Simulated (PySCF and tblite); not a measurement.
Values are calculated unless marked as measured or tabulated.
## Barrier and rate of a rotation

System: C4H5OS (charge -1), numbered as in [CH2:1]=[CH:2][O:3][C:4](=[CH2:5])[S-:6].

Motion: rotation about the C2–O3 bond (torsion C1–C2–O3–C4 from -180° to -10°, rising). Geometries: GFN2-xTB; energies: PBE0/pcSseg-1 + D3(BJ); zero-point and thermal terms from GFN2-xTB harmonic modes (soft modes blended into free rotors). Rates follow Eyring's equation with the number of equivalent paths and no tunnelling. (PySCF 2.14 with density fitting, tblite 0.8.)

| point | symmetry | E(GFN2) kcal/mol | E(DFT) kcal/mol | ZPE change kcal/mol | lowest mode cm⁻¹ |
| --- | --- | --- | --- | --- | --- |
| start | Cs | 0.0 | 0.0 | 0.00 | 75 |
| saddle | C1 | 8.0 | 10.4 | -0.51 | 192i |
| end | C1 | 3.6 | 6.2 | 0.07 | 33 |

* Electronic barrier: 10.4 kcal/mol
* Barrier with zero-point energy: 9.8 kcal/mol
* ΔH‡ (298 K): 9.6 kcal/mol
* ΔS‡ (298 K, symmetry apart): -2.0 cal/(mol K)
* Paths: 2 equivalent paths
* End point: a different minimum
* Mean lifetime of the start against this motion at 298 K: 2.2 µs
* Cost: 65 s on 1 thread of Arm Neoverse N1, shared host (rough), peak memory 0.66 GiB, launched as `OMP_NUM_THREADS=1 python ens_run.py task.json out`

```tsv
T/K	ΔG‡ kcal/mol	k s⁻¹	ΔG kcal/mol	k back s⁻¹
150	9.9	0.023	6.2	1.3×10⁷
200	10.0	106	6.2	3.2×10⁸
250	10.1	1.7×10⁴	6.2	2.2×10⁹
298	10.1	4.6×10⁵	6.2	7.8×10⁹
350	10.3	5.7×10⁶	6.2	2.1×10¹⁰
400	10.4	3.5×10⁷	6.2	4.2×10¹⁰
500	10.7	4.5×10⁸	6.2	1.1×10¹¹
```

ΔG and ΔG‡ leave out symmetry numbers and mirror images; rates count paths: 2 out, 1 back.

The ion is treated without a counter-ion.
